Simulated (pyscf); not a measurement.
Thermochemistry of product channels of methanol (H₃C–OH) + hydroxyl (OH•) on the doublet surface, in eV, from CCSD(T)/def2-TZVPP + ΔMP2(QZVPP) energies (ideal gas, 1 atm, RRHO with modes under 100 cm⁻¹ raised to 100, one conformer, R ln 2 for rigid chiral ones). Structures and frequencies: ωB97X-D3(BJ)/def2-SVP in PySCF. MP2 and CC: frozen core, UHF for open shells. ΔMP2 is the change of the MP2 total energy from the triple- to the quadruple-zeta basis.

```
products                                               ΔE  ΔH(298 K)  ΔG(600 K)  ΔG(900 K)
--------------------------------------------------  -----  ---------  ---------  ---------
methyl (CH₃•) + O atom (O) [triplet] + water (H₂O)  +3.39      +3.21      +2.44      +2.03
hydroxymethyl (•H₂C–OH) + water (H₂O)               -0.95      -0.96      -1.05      -1.10
methoxy (H₃C–O•) + water (H₂O)                      -0.53      -0.58      -0.64      -0.67
```

These are energies of the channels, which say nothing of barriers. The CCSD(T) − MP2 part came from Ansatz, without density fitting, on the same reference. Left out: orbital degeneracy and the spin-orbit lowering of OH, O. The orbital near-degeneracy of the XH₃O or XH₃S radical is left out.
